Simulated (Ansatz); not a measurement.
# H3O2 (doublet): wave-function methods side by side at distance O1–H3 along a hydrogen transfer = 1.513 Å, cc-pVDZ

One table from this session's results is given with a row withheld; the runs are named, their logs left out.

Method: cc-pVDZ, core rule «outside noble gas», up to 2 orbitals frozen; program: Ansatz 0.2.0, Gaussian basis.

To be run: UHF; CCSD(T) on ROHF; CCSD(T) on UHF; BCCD(T) on ROHF; CISD; CCSDT(Q) on ROHF; CCSDT(Q) on UHF; CASSCF and MRCISD+Q, 3 electrons in 3 orbitals; CASSCF and NEVPT2, 3 electrons in 3 orbitals; CASSCF and NEVPT2, 15 electrons in 11 orbitals.

7 further runs of the same task are left out: 1 for a mislabelled method, 6 that didn't finish.

## The geometry

The geometry derives from fragments relaxed apart (PBE0/def2-TZVP) and kept rigid, so it is no stationary point. A hydrogen atom is moved between rigid fragments.

5 atoms, charge 0, spin multiplicity 2.

Atoms are counted from 1 here; the program's logs count them from 0.

Bond lengths: O1–H2 0.960 Å, H3–O4 0.990 Å, O4–H5 0.973 Å. Angles: H3–O4–H5 105.0°.

Set-up of the first run:

Input file in.yaml:

```yaml
crystal:
  periodic: [false, false, false]
  atoms:
    - {symbol: O, position_ang: [-1.259099, 0.000385, 0.000000]}
    - {symbol: H, position_ang: [-1.508409, 0.926961, 0.000000]}
    - {symbol: H, position_ang: [0.253901, 0.000385, 0.000000]}
    - {symbol: O, position_ang: [1.243901, 0.000385, 0.000000]}
    - {symbol: H, position_ang: [1.495760, -0.939565, 0.000000]}
basis:
  gaussian: {orbitals: cc-pVDZ}
magnetization: {spin_polarized: true, initial_magnetization: 1}
hamiltonian: {xc: hf}
output: {orbitals: {seedname: orbitals}}
```

Launch:

```
$ ansatz run in.yaml --threads 1 --pin off --events-out ev --progress --plain --max-ram 2393MiB
```

Steps of the session up to this table: UHF; CCSD(T) on ROHF; CCSD(T) on UHF; BCCD(T) on ROHF; CISD; CCSDT(Q) on ROHF; CCSDT(Q) on UHF; CASSCF and MRCISD+Q, 3 electrons in 3 orbitals; CASSCF and NEVPT2, 3 electrons in 3 orbitals; CASSCF and NEVPT2, 15 electrons in 11 orbitals.

One of the session's tables, all rows but one given; the rest of the session is left out.

```
        method  from UCCSDT(Q) (meV)
          ROHF              +10627.5
           UHF              +10518.4
          RMP2                +816.9
          UMP2                +818.0
          CISD                +950.0
         RCCSD                +185.6
         UCCSD                +184.1
      RCCSD(T)                 +33.4
      UCCSD(T)                 +32.7
       BCCD(T)                 +33.2
        RCCSDT                 +22.0
        UCCSDT                 +21.3
     RCCSDT(Q)                  +1.0
     UCCSDT(Q)                     0
   CASSCF pair                     ?
   NEVPT2 pair                +749.5
CASSCF valence               +8493.1
NEVPT2 valence               +1264.9
```

Q: Estimate the row for CASSCF pair from the others.

**Answer.** from UCCSDT(Q) (meV): +10018.0. In the column «from UCCSDT(Q) (meV)» it lies between CASSCF valence (+8493.1) and UHF (+10518.4).

Among the levels timed on like hardware and quicker than the yardstick, those that no quicker one beats, quickest first: NEVPT2 pair (1.1 s, +749.5 meV); UCCSD(T) (2.5 s, +32.7 meV).

Not comparable, so not listed: CASSCF and MRCISD+Q, 3 electrons in 3 orbitals (they don't share determinant, frozen orbitals or solution with the rows shown, or repeat one).

Caveats from the session: Of the multireference levels listed NEVPT2 pair comes nearest in total energy (+749.5 meV), which doesn't show that its space is the better one. Restricted and unrestricted rows rest on different reference determinants; where their highest levels disagree by more than a few hundredths of an eV, they describe different states and don't form one ladder. Warnings in the runs' records: passed over end.
